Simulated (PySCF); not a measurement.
NMR parameters from quadrupole coupling constants

Compound: C5H12N (charge +1).
SMILES with atom numbers: `[CH2:1]=[CH:2][N+:3]([CH3:4])([CH3:5])[CH3:6]` (hydrogens: H7, H8 on C1; H9 on C2; H10, H11, H12 on C4; H13, H14, H15 on C5; H16, H17, H18 on C6)

Geometry (PBE0-D3(BJ)/def2-TZVP, Å), atoms numbered from 1 in this order:
```xyz
18
C5H12N angstrom
C      1.7654    0.6114   -1.2206
C      1.1750    0.5072   -0.0504
N     -0.1700   -0.0500    0.1759
C     -1.0092    1.0096    0.8157
C     -0.8316   -0.5071   -1.0736
C     -0.0398   -1.2095    1.1132
H      2.7589    1.0396   -1.2623
H      1.3266    0.2971   -2.1579
H      1.6301    0.8275    0.8789
H     -1.9910    0.5928    1.0343
H     -1.0943    1.8477    0.1270
H     -0.5274    1.3319    1.7366
H     -0.9439    0.3372   -1.7504
H     -1.8109   -0.9017   -0.8112
H     -0.2301   -1.2881   -1.5333
H     -1.0340   -1.5991    1.3259
H      0.5766   -1.9703    0.6393
H      0.4308   -0.8670    2.0327
```

Computed at PBE0/pcSseg-2 (PySCF, non-relativistic):

```tsv
atom	environment	nucleus	spin I	Q (b)	CQ = χzz (MHz)	η
N3	ammonium nitrogen	14N	1	0.02044	-0.192	0.020
```

Problem. Work back to Vxx, Vyy and Vzz; CQ/MHz = 234.96 (Q/b)(Vzz/au).

Solution. Vxx = −Vzz(1 − η)/2 and Vyy = −Vzz(1 + η)/2, in au:

```json
{"atom": "N3", "Vxx (au)": "0.020", "Vyy (au)": "0.020", "Vzz (au)": "-0.040", "Vzz (10²¹ V/m²)": "-0.39"}
```

Problem. At 11.75 T, set νQ = 3|CQ|/[2I(2I − 1)] beside the Larmor frequency (|g| × 7.62259 MHz/T × B; g(14N) = 0.40376), and give PQ = |CQ|√(1 + η²/3).

Solution. 
```
atom  PQ (MHz)  νQ (MHz)  ν0 (MHz)  νQ/ν0
  N3     0.192     0.288     36.16  0.008
```

For N3: PQ = 0.192 × 1.0001, νQ = 0.192 × 1.5000, ν0 = 3.0777 MHz/T × 11.75 T.

Problem. A static spin 1 shows, to first order, a doublet split by νQ with the field along z of the gradient, and by (3/4)|CQ|(1 + η) and (3/4)|CQ|(1 − η) along y and x. Give the last two for 14N.

Solution. N3: 0.147 and 0.141 MHz.

Problem. Take a correlation time of 20 ps, isotropic tumbling and extreme narrowing. What quadrupolar relaxation rates and linewidths follow?

Solution. Rate = (3π²/10) PQ² τc (2I + 3)/[I²(2I − 1)], the same for T1 and T2; width = rate/π.

| site | spin factor (2I + 3)/[I²(2I − 1)] | 1/T1 (s⁻¹) | T1 (ms) | linewidth (Hz) |
| --- | --- | --- | --- | --- |
| 14N at N3 | 5.000 | 10.9 | 91.5 | 3.48 |

Solvent, lattice and vibrations would change these gradients. Geometry: PBE0-D3(BJ)/def2-TZVP; no solvent, vibrations or thermal averaging.

These values come from a run that also computed NMR shieldings. Hardware: 2 threads, AMD EPYC (x86_64) (shared host). Cost: 1.7 min wall, 3.7 min CPU, 2.7 GiB resident at most.
